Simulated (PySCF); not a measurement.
Breaking a bond: Cl₂, singlet.

Calculation: CCSD(T) on UHF/cc-pVTZ, 10 core orbitals frozen (PySCF).

Question: Relative to R = 2.04 Å, what are the energies at R = 1.91, 2.44, 3.94, 4.40 Å?

Answer: 0.129 eV at 1.91 Å, 0.995 eV at 2.44 Å, 2.236 eV at 3.94 Å, 2.243 eV at 4.40 Å.

The unrestricted determinant behind UCCSD(T) is spin-contaminated at 2.18 to 7.88 Å (<S²> up to 1.0, against 0.00 for a pure singlet).
